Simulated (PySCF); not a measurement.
## Electron affinity of S by level of theory

S⁻ [Ne] 3s2 3p5 (2P) → S [Ne] 3s2 3p4 (3P), as a difference of total energies. Calculation: PySCF 2.14, in x2c-TZVPPall with one added diffuse shell each of s, p, d type (6s6p4d1f, 51 functions); the spin-free X2C one-electron Hamiltonian (Gaussian nucleus). Correlated levels: valence: [Ne] frozen; valence and next inner shell: 1s2 frozen. The calculations carry no spin-orbit coupling.

| method | electron affinity (eV) | error (eV) |
| --- | --- | --- |
| UHF | 0.874 | -1.203 |
| LDA | 2.381 | +0.304 |
| PBE | 2.150 | +0.073 |
| PBE0 | 2.052 | -0.025 |
| r2SCAN | 2.119 | +0.042 |
| M06-2X | 2.089 | +0.012 |
| B3LYP | 2.191 | +0.114 |
| TPSSh | 2.045 | -0.032 |
| PW91 | 2.196 | +0.119 |
| MP2 (valence) | 1.876 | -0.201 |
| SCS-MP2 (valence) | 1.871 | -0.206 |
| MP2 (valence and next inner shell) | 1.877 | -0.200 |
| SCS-MP2 (valence and next inner shell) | 1.870 | -0.207 |

Reference: 2.077 eV (measured; photodetachment measurements, as compiled on the Wikipedia data page of electron affinities).

Errors of the correlated levels include the incompleteness of this basis and the frozen core.

In the anion the highest occupied orbital energy is positive at LDA, PBE, PBE0, r2SCAN, B3LYP, TPSSh, PW91, a self-interaction effect; the basis confines that electron, and the energy difference can still be sensible.
